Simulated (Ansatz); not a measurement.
A made-up structure of AlBHS, doublet:

```xyz
4
angstrom
B -0.3186 -1.4794 0.4842
Al 0.0465 0.6170 -0.2390
S 1.2218 -0.6662 0.8038
H -0.9498 1.5286 -1.0490
```

It is relaxed with PBE-D4/def2-SVP and then PBE0-D4/def2-TZVP (Ansatz 0.2.0). Atoms count as bonded within 1.22 times the sum of their covalent radii (H–H: 0.88 Å). The end point is not checked to be a true minimum.

**Question.** Does its bonding change? (A judgement: the text doesn't fix the answer.)

**Answer.** By the calculation: No: no bond forms or breaks.

Where it ends: The first stage lowers the energy by 1.14 eV in 8 steps. It ends as AlBHS ([B]1[AlH][S]1):
B1  (-0.184, -1.499, 0.550)
Al2  (-0.487, 0.301, -0.335)
S3  (1.283, -0.531, 0.773)
H4  (-0.612, 1.728, -0.988)
(Å)

Labels in which every atom is bracketed show which atoms are joined, not bond orders.

For scale, one of the runs: PBE0-D4/def2-TZVP relaxation, 111 basis functions, launched by `ansatz run in.yaml --threads 2 --pin off --events-out ev --progress --plain --max-ram 4352MiB`. Hardware: 2 CPU threads of an Arm Neoverse V1, shared host. Wall time about 21 s.
